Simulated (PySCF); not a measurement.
# Two-photon absorption: `C/C=C/[C@H](C)O`, C5H10O

Geometry (Å), atoms numbered from 1 in this order:
```xyz
16

C     2.5532    0.1472   -0.6861
C     1.2305   -0.2879   -0.1513
C     0.0792    0.3769   -0.2871
C    -1.2403   -0.0759    0.2648
C    -2.2891   -0.2473   -0.8169
O    -1.7504    0.8756    1.1775
H     2.9620   -0.5975   -1.3897
H     3.2959    0.2506    0.1227
H     2.4820    1.1106   -1.2121
H     1.2137   -1.2425    0.3934
H     0.0600    1.3377   -0.8199
H    -1.0875   -1.0545    0.7668
H    -3.2509   -0.5305   -0.3643
H    -1.9887   -1.0228   -1.5356
H    -2.4336    0.7007   -1.3576
H    -1.0605    1.0471    1.8271
```

Computed with TDDFT CAM-B3LYP/def2-TZVPD excited states, vertical, gas phase (PySCF). Geometry: PBE0-D3(BJ)/def2-SVP.

Give the one- and two-photon strengths of the lowest singlets.

δ for parallel linear polarisation; σ at the peak of a Lorentzian of half width 0.1 eV, single beam; Ω is circular over linear.
| state | E (eV) | f | photon λ (nm) | δ (au) | σ (GM) | Ω | main |
| --- | --- | --- | --- | --- | --- | --- | --- |
| S1 | 6.57 | 0.047 | 377 | 46.6 | 0.74 | 1.32 | HOMO→LUMO 0.85 |
| S2 | 6.88 | 0.127 | 360 | 2.39 | 0.04 | 1.44 | HOMO→LUMO+1 0.48, HOMO−1→LUMO 0.19 |
| S3 | 7.05 | 0.034 | 352 | 25.3 | 0.46 | 1.48 | HOMO→LUMO+2 0.65, HOMO→LUMO+3 0.15 |
| S4 | 7.15 | 0.219 | 347 | 23 | 0.43 | 0.19 | HOMO−1→LUMO 0.26, HOMO→LUMO+3 0.24 |
| S5 | 7.33 | 0.037 | 338 | 103 | 2.04 | 0.58 | HOMO−1→LUMO+1 0.26, HOMO→LUMO+3 0.20 |
| S6 | 7.61 | 0.082 | 326 | 9.37 | 0.20 | 1.11 | HOMO→LUMO+3 0.23, HOMO−1→LUMO+2 0.20 |

Among these, the strongest one-photon state is S4, the strongest two-photon state S5, with a dipole change of 3.1 D (relaxed, norm of the difference vector).
